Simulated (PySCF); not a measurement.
Run record: geometry optimisation, `C=CCl`.

Computed with PBE0-D3(BJ)/def2-SVP geometry optimisation, gas phase (PySCF 2.14.0). Start geometry: GFN2-xTB. A driver script takes a list of jobs; this job's settings line and coordinates (Å) are shown.

Command:
```bash
OMP_NUM_THREADS=1 python probes_run.py task.json out
```

Input:
```
{"job": {"xc": "PBE0", "basis": "def2-SVP", "d3": "d3bj", "grid": 1, "shake": 0.01, "kind": "geom"}, "charge": 0, "multiplicity": 1}
C     -0.592190     0.010860    -0.400720
C      0.474030     0.125950     0.323600
Cl     1.387880    -1.240600     0.791140
H     -1.130320     0.921100    -0.681750
H     -0.994810    -0.915450    -0.762090
H      0.879570     1.068120     0.685160
```

Output:
```
step   0  E = -537.73606687  max force = 0.038019
step   1  E = -537.73852713  max force = 0.003574
step   2  E = -537.73851114  max force = 0.002300
step   3  E = -537.73856272  max force = 0.000586
step   4  E = -537.73856368  max force = 0.000214
optimisation converged
```

Energies in Eh; «max force» is the largest Cartesian gradient component in Eh/bohr.

Task: How much energy does the optimisation release, in kcal/mol?

Result: E(step 0) − E(last step) = 0.002497 Eh, which is 1.6 kcal/mol.

Task: At which steps does the energy rise by more than 1e-5 Eh?

Result: At step 2 (+0.02 mEh).

In short: final energy -537.73856 Eh after 4 steps; dipole 1.32 D.

Task: Give the final coordinates.

Result: 0.026 Å rms from the input after alignment:
```
atom  x, y, z in Å
C1    -0.2036   -0.2533   -0.3675
C2     0.8913   -0.1514    0.3790
Cl3    1.8402   -1.5055    0.8743
H4    -0.7504    0.6517   -0.6410
H5    -0.5774   -1.2174   -0.7193
H6     1.2839    0.8019    0.7419
```

Task: Estimate the wall time. Hardware: one thread, Intel Xeon Platinum 8488C (x86_64), no GPU, shared host with 192 logical CPUs at a one-minute load of 18. And the peak memory of the process?

Result: About 4.3 s, with 0.29 GiB resident at the peak, the Python interpreter and its libraries included.
Labels such as C1 count atoms from 1, the log's own numbers from 0.
